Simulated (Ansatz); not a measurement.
# AlH5OSi: how energies converge with the basis set

One table from this session's results is given with a row withheld; the runs are named, their logs left out.

Method: one geometry, several basis sets; program: Ansatz 0.2.0, Gaussian basis.

Levels to be run: PBE0-D4/def2-SVP; ωB97M-V/def2-SVP; PBE0-D4/def2-QZVPP; ωB97M-V/def2-QZVPP; the functionals' def2-TZVPP values are taken from earlier runs.

1 further run of the same task is left out (it didn't finish).

## Structure used throughout

All runs share one geometry, relaxed beforehand with PBE0-D4 in a triple-zeta def2 set.

SMILES `O[SiH2][AlH2]`, 8 atoms, charge 0, spin multiplicity 1.

Atoms are counted from 1 here; the program's logs count them from 0.

Bond lengths: O1–Si2 1.661 Å, O1–H4 0.959 Å, Si2–Al3 2.460 Å, Si2–H5 1.498 Å, Si2–H6 1.499 Å, Al3–H7 1.591 Å, Al3–H8 1.588 Å. Angles: Si2–O1–H4 117.0°, O1–Si2–Al3 109.0°, O1–Si2–H5 110.4°, O1–Si2–H6 110.5°, Al3–Si2–H5 111.2°, Al3–Si2–H6 111.1°, H5–Si2–H6 104.5°, Si2–Al3–H7 118.5°, Si2–Al3–H8 122.5°, H7–Al3–H8 119.1°.

Set-up of the first run:

in.yaml

```yaml
crystal:
  periodic: [false, false, false]
  atoms:
    - {symbol: O, position_ang: [-1.713831, 0.101176, -0.693089]}
    - {symbol: Si, position_ang: [-0.214277, 0.675447, -0.269878]}
    - {symbol: Al, position_ang: [1.101276, -1.159127, 0.706314]}
    - {symbol: H, position_ang: [-2.324006, 0.726528, -1.087368]}
    - {symbol: H, position_ang: [0.476948, 1.262937, -1.462576]}
    - {symbol: H, position_ang: [-0.343224, 1.818661, 0.690423]}
    - {symbol: H, position_ang: [2.590283, -0.856920, 1.178058]}
    - {symbol: H, position_ang: [0.519131, -2.625800, 0.882216]}
basis:
  gaussian: {orbitals: def2-SVP}
hamiltonian: {xc: pbe0, dispersion: d4}
output: {orbitals: {seedname: orbitals}}
```

The run is started by

```bash
> ansatz run in.yaml --threads 2 --pin off --events-out ev --progress --plain --max-ram 4352MiB
```

Steps of the session up to this table: PBE0-D4 in def2-SVP; ωB97M-V in def2-SVP; PBE0-D4 in def2-QZVPP; ωB97M-V in def2-QZVPP.

One table of the session follows, with a row left open; its other results are not shown here.

It belongs to the step «Density functionals: the series». 

```
functional       basis  HOMO (eV)  LUMO (eV)
   PBE0-D4    def2-SVP      -7.38      -1.99
   PBE0-D4  def2-TZVPP      -7.42      -2.01
   PBE0-D4  def2-QZVPP          ?          ?
   ωB97M-V    def2-SVP      -9.34      -0.29
   ωB97M-V  def2-TZVPP      -9.42      -0.37
   ωB97M-V  def2-QZVPP      -9.44      -0.47
```

Q: Estimate the row for PBE0-D4, def2-QZVPP from the others.

As computed: HOMO (eV): -7.43; LUMO (eV): -2.03. In the column «HOMO (eV)» it lies between ωB97M-V, def2-SVP (-9.34) and PBE0-D4, def2-TZVPP (-7.42).
